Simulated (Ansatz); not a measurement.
CH$_{4}$FS (charge -1), closed shell: a saddle search.

Input (in.yaml):

```yaml
crystal:
  periodic: [false, false, false]
  atoms:
    - {symbol: F, position_ang: [-2.108952, -0.716871, 0.760041]}
    - {symbol: C, position_ang: [-0.807414, -0.399368, 0.325420]}
    - {symbol: S, position_ang: [2.302293, 0.393802, -0.724642]}
    - {symbol: H, position_ang: [-0.843222, -0.071011, -0.711384]}
    - {symbol: H, position_ang: [-0.402150, 0.394430, 0.949701]}
    - {symbol: H, position_ang: [-0.178455, -1.284216, 0.406375]}
    - {symbol: H, position_ang: [2.037999, 1.683135, -1.005512]}
basis:
  gaussian: {orbitals: def2-SVPD}
total_charge: -1
hamiltonian: {xc: pbe0, dispersion: d4}
saddle:
  max_steps: 30
  mode_guess:
    - [-0.2988, -0.0708, 0.0997]
    - [0.8140, 0.1970, -0.2720]
    - [-0.2960, -0.0626, 0.0954]
    - [-0.0653, -0.0223, 0.0485]
    - [-0.0767, -0.0337, 0.0041]
    - [-0.0610, 0.0212, 0.0107]
    - [-0.0162, -0.0288, 0.0135]
```

Command:

```bash
ansatz run in.yaml --threads 2 --pin off --events-out ev --progress --plain --max-ram 4352MiB
```

What Ansatz 0.2.0 printed:

```
Functional definition: PBE0
  name "PBE0"
  cite "Adamo & Barone, J. Chem. Phys. 110, 6158 (1999) doi:10.1063/1.478522"
  cite "Perdew, Burke & Ernzerhof, Phys. Rev. Lett. 77, 3865 (1996) doi:10.1103/PhysRevLett.77.3865"
  parent pbe
  parameter a = 0.25
  parameter kappa = 0.804
  parameter beta = 0.06672455060314922
  exchange = (1 - a)*pbe_x(kappa = kappa, mu = beta*pi^2/3) + a*exact_x
  correlation = pbe_c(beta = beta)
885 factors; their error is unknown
mean field evaluation 1: about -14639.4518 eV, gradient 3.2e1 eV
mean field evaluation 2: about -14637.9187 eV, gradient 4.5e1 eV
mean field evaluation 4: about -14641.7144 eV, gradient 7.7e-1 eV
mean field evaluation 8: about -14641.8084 eV, gradient 1.5e-1 eV
mean field evaluation 16: about -14641.8085 eV, gradient 1.8e-5 eV
mean field -14641.80846928 eV, -538.0765366716 hartree, gradient 1.8e-5 eV, S^2 0.000000; 0 other end points of the search recorded, 0 dependent functions left out
the calculation of the forces begins
reference -14641.80850629 eV, -538.0765380320 hartree; 18, 18 occupied and 84, 84 virtual orbitals, 885 factors
these checks for a lower state are left out or cut short: stability, starts, cluster_reference, orbital_swaps, neighbouring_geometries, increment
885 factors; their error is unknown
mean field -14641.80330318 eV, -538.0763468211 hartree, gradient 8.4e-7 eV, S^2 0.000000; 0 other end points of the search recorded, 0 dependent functions left out
the calculation of the forces begins
reference -14641.80334024 eV, -538.0763481831 hartree; 18, 18 occupied and 84, 84 virtual orbitals, 885 factors
these checks for a lower state are left out or cut short: stability, starts, cluster_reference, orbital_swaps, neighbouring_geometries, increment
885 factors; their error is unknown
mean field -14641.80782017 eV, -538.0765128176 hartree, gradient 8.7e-7 eV, S^2 0.000000; 0 other end points of the search recorded, 0 dependent functions left out
the calculation of the forces begins
reference -14641.80785722 eV, -538.0765141790 hartree; 18, 18 occupied and 84, 84 virtual orbitals, 885 factors
these checks for a lower state are left out or cut short: stability, starts, cluster_reference, orbital_swaps, neighbouring_geometries, increment
885 factors; their error is unknown
mean field evaluation 32: about -14641.7182 eV, gradient 2.3e-4 eV
mean field -14641.81042942 eV, -538.0766087055 hartree, gradient 8.9e-7 eV, S^2 0.000000; 0 other end points of the search recorded, 0 dependent functions left out
the calculation of the forces begins
reference -14641.81046647 eV, -538.0766100671 hartree; 18, 18 occupied and 84, 84 virtual orbitals, 885 factors
saddle step   1: F+E_penalty+E_count = -14641.87893343 eV  max|allowed force component| = 2.433e-1 eV/Å  curvature = +6.3749 eV/Å²  mode residual = 8.78e0 eV/Å²  Δτ_max = 0.0000 Å  (1 rotations, 4 force calls, 87 SCF iters)  cluster: 3 rotations left out, max|force component along them| = 9.142e-8 eV/Å
saddle step   2: F+E_penalty+E_count = -14641.88176758 eV  max|allowed force component| = 1.323e-1 eV/Å  curvature = +2.2277 eV/Å²  mode residual = 5.33e0 eV/Å²  Δτ_max = 0.0155 Å  (1 rotations, 4 force calls, 93 SCF iters)  cluster: 3 rotations left out, max|force component along them| = 7.966e-10 eV/Å
WARN: saddle search: on two steps running the search has had no negative curvature along its mode to follow, on a curvature that misses the negative of saddle.curvature_tol by less than its residual: at step 2, +2.228 eV/Å² with a residual of 5.33e0 eV/Å² (extrapolated from the last rotation, not read by a force call). A negative curvature could lie within that residual, and the search be climbing where it has one to follow. Its rotation spent its cap of 1: raise saddle.rotation.max_rotations, or give a saddle.mode_guess nearer the mode
saddle step   3: F+E_penalty+E_count = -14641.88240230 eV  max|allowed force component| = 5.025e-2 eV/Å  curvature = +0.9918 eV/Å²  mode residual = 2.63e0 eV/Å²  Δτ_max = 0.0031 Å  (1 rotations, 4 force calls, 94 SCF iters)  cluster: 3 rotations left out, max|force component along them| = 4.678e-10 eV/Å
saddle search: the rotation starts from a random direction (saddle.seed = 0)
saddle step   4: F+E_penalty+E_count = -14641.88222173 eV  max|allowed force component| = 2.235e-2 eV/Å  curvature = +0.0111 eV/Å²  mode residual = 8.49e-2 eV/Å²  Δτ_max = 0.0094 Å  (14 rotations, 21 force calls, 452 SCF iters)  cluster: 3 rotations left out, max|force component along them| = 6.519e-10 eV/Å
Error: the saddle search stopped after 4 steps at a force within `saddle.f_tol`, on a geometry that it can call neither a saddle nor a minimum. The deciding curvature is +0.011 ± 0.185 eV/Å² (`saddle.curvature_tol` = 5.0e-2) with a residual of 8.49e-2 eV/Å² (`saddle.rotation.residual_tol` = 1.0e-1); the other curvature read beside it is +0.713 ± 0.094 eV/Å². A curvature within its tolerance of zero comes of noisy forces (tighten `saddle.dr2_threshold` and, under a hybrid functional on plane waves, `saddle.exx_energy_threshold`; in a Gaussian basis set `accuracy: high`), of a flat stretch of a valley (tighten `saddle.f_tol`), or of solves that end off the electron count, as they can under `cold` smearing where the levels leave a gap (set `scf.occupations.method` to `fixed`, `gaussian`, `fermi_dirac` or, not under a hybrid functional, `methfessel_paxton`). For a residual above its tolerance raise `saddle.rotation.max_rotations` and `saddle.rotation.max_unguided_rotations`, or loosen `saddle.rotation.residual_tol` where the forces' noise keeps it out of reach. The ± is a reading's asymmetry, taken as the error of a positive curvature. Such a curvature stays undecided where it or the other curvature read, less its own ±, is not over `saddle.curvature_tol`. A negative one must be confirmed at half of `saddle.amplitude`, with the atoms moved between the exchange–correlation grid's points (not under `hamiltonian.xc: hf`) and by an estimate at the nearby stationary point. Where `saddle.amplitude` is far under its default, raise it towards the default first. Otherwise see `saddle.amplitude`. From 3 of its steps this search moved with no negative curvature along its mode to follow. A search started from a geometry of this one does not count those moves and, where it converges, warns only of its own. With `saddle.order_check` unset, a search from the last step can check the order less strictly than this one. `saddle.order_check: true` asks for the full check and warns where it cannot tell
F+E_penalty+E_count at the last step = -14641.88222173 eV
to start another search from the last step: its geometry and its mode (saddle.mode_guess, Cartesian), with saddle.order_check: true (the message says why):
  atoms:
    - { symbol: F, position_ang: [-2.11618574, -0.71931197, 0.76260633] }
    - { symbol: C, position_ang: [-0.81713857, -0.40322281, 0.32902944] }
    - { symbol: S, position_ang: [2.32639793, 0.39884832, -0.73243360] }
    - { symbol: H, position_ang: [-0.85193734, -0.07282439, -0.71439196] }
    - { symbol: H, position_ang: [-0.40818807, 0.39542608, 0.95698187] }
    - { symbol: H, position_ang: [-0.18382614, -1.29338423, 0.41035819] }
    - { symbol: H, position_ang: [2.05097693, 1.69436999, -1.01215125] }
  mode_guess:
    - [0.05360882, 0.17097804, 0.09633805]
    - [0.04567243, 0.00348838, -0.05588003]
    - [0.19069980, 0.14504355, 0.60105639]
    - [-0.07201702, 0.12550257, -0.01530426]
    - [0.28928636, -0.14131980, -0.03352500]
    - [-0.09177406, -0.11311598, -0.25781325]
    - [-0.41547634, -0.19057676, -0.33487191]
  order_check: true


[the SCF lines of later steps are left out]
```

The run took about 36 s on 2 CPU threads of an Arm Neoverse V1 (shared host).


The run did not converge within its limit. The search was started at a minimum, where no curvature is negative.